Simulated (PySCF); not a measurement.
dimethyl ether cation (C2H6O), SMILES COC (connectivity only; charge and spin as stated), charge +1, multiplicity 2.

Geometry: ωB97X-D3(BJ)/def2-TZVP. The multiplicity is an assumed one; other spin states were not compared.

Level of theory: ωB97X/def2-TZVPD in PySCF.

### Question
Estimate the frontier levels, dipole moment and polarisability. (Estimate from the structure and the level; the computed values follow.)

### Answer

```
Property                                                           Result
------------------------------------------------  -----------------------
α spin, highest occupied and lowest empty level       -18.78 and -2.71 eV
β spin, highest occupied and lowest empty level       -19.46 and -9.58 eV
dipole moment about the centre of nuclear charge                   0.92 D
mean static polarisability                           31.8 bohr³ (4.72 Å³)
polarisability, principal values                   24.6, 24.6, 46.4 bohr³
⟨S²⟩                                              0.755 (pure state 0.75)
```
